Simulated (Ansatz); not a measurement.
# CH2N (quartet): the correlation ladder, def2-QZVPP

An exercise on one series of results from a longer session: the logs are not shown, and one member is left open.

Program: Ansatz 0.2.0, Gaussian basis. Level of theory: def2-QZVPP, core rule «outside noble gas», up to 2 orbitals frozen. These are calculated values, not measurements.

Plan: UHF; ROHF; CCSD(T) on UHF.

2 further runs of the same task are left out: 2 set aside as unsound or not needed.

### The system

The geometry is a PBE0/def2-TZVP stationary point (not a proven minimum) of the parent state, kept for this charge and spin.

4 atoms, charge 0, spin multiplicity 4.

Atoms are counted from 1 here; the program's logs count them from 0.

Bond lengths: N1–C2 1.286 Å, N1–H3 1.022 Å, N1–H4 1.022 Å. Angles: C2–N1–H3 123.0°, C2–N1–H4 123.0°, H3–N1–H4 114.0°.

Set-up of the first run:

in.yaml

```yaml
crystal:
  periodic: [false, false, false]
  atoms:
    - {symbol: N, position_ang: [0.000000, 0.000000, 0.510827]}
    - {symbol: C, position_ang: [0.000000, 0.000000, -0.774802]}
    - {symbol: H, position_ang: [0.000000, 0.856858, 1.066986]}
    - {symbol: H, position_ang: [0.000000, -0.856858, 1.066986]}
basis:
  gaussian: {orbitals: "def2-QZVPP.json"}
magnetization: {spin_polarized: true, initial_magnetization: 3}
hamiltonian: {xc: hf}
output: {orbitals: {seedname: orbitals}}
```

Started as:

```console
$ ansatz run in.yaml --threads 1 --pin off --events-out ev --progress --plain --max-ram 2393MiB
```

Among the steps run: UHF; ROHF; CCSD(T) on UHF.

One of the session's tables, all rows but one given; the rest of the session is left out.

| method | from UCCSD(T) (kcal/mol) |
| --- | --- |
| ROHF | +211.92 |
| UHF | +209.10 |
| UMP2 | +17.44 |
| UCCSD | ? |
| UCCSD(T) | 0 |

Estimate the missing values for UCCSD.

The run gave: from UCCSD(T) (kcal/mol): +7.59. In the column «from UCCSD(T) (kcal/mol)» it lies between UCCSD(T) (0) and UMP2 (+17.44).
